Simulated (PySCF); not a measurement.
Species: formyl chloride, CHClO.
Numbering: `[O:1]=[CH:2][Cl:3]` (hydrogens: H4 on C2)

Computed with PySCF at wB97X-D/pcSseg-2, non-relativistic, on one gas-phase PBE0-D3(BJ)/def2-TZVP geometry that isn't relaxed in the solvent. The solvent is an IEF-PCM continuum (van der Waals radii × 1.2). Only the electrostatic response of the medium enters.

Gas phase at wB97X-D/pcSseg-2: HOMO -10.90 eV, LUMO 0.32 eV, dipole 1.95 D.

What does the continuum do to the energy, the frontier levels and the dipole at wB97X-D/pcSseg-2 in chloroform?

| solvent | ε | E(solvent) − E(gas) (kJ/mol) | polarisation term (kJ/mol) | distortion of the solute (kJ/mol) | HOMO (eV) | LUMO (eV) | dipole (D) |
| --- | --- | --- | --- | --- | --- | --- | --- |
| chloroform | 4.711 | -11.16 | -12.70 | 1.54 | -10.82 | 0.48 | 2.32 |

The first energy column is the sum of the next two and covers electrostatics alone.

Which radius a makes the point-dipole formula ΔE = −[(ε − 1)/(2ε + 1)]·μ²/a³ give the value in chloroform, with the gas-phase dipole?

μ = 0.768 au and |ΔE| = 0.00425 Eh give a = 1.94 Å; the farthest nucleus lies 1.58 Å from the centroid of the nuclei. The formula assumes a rigid point dipole at the centre of a sphere.

The run took 7.5 s on one thread, Arm Neoverse N1 (aarch64), shared host with 64 logical CPUs at a one-minute load of 53, and the process peaked at 0.44 GiB of memory. This is the whole shielding run at wB97X-D/pcSseg-2 in chloroform, SCF included.

wB97X-D is run here without its empirical dispersion term; that term would change no orbital, density or response property at a fixed geometry.
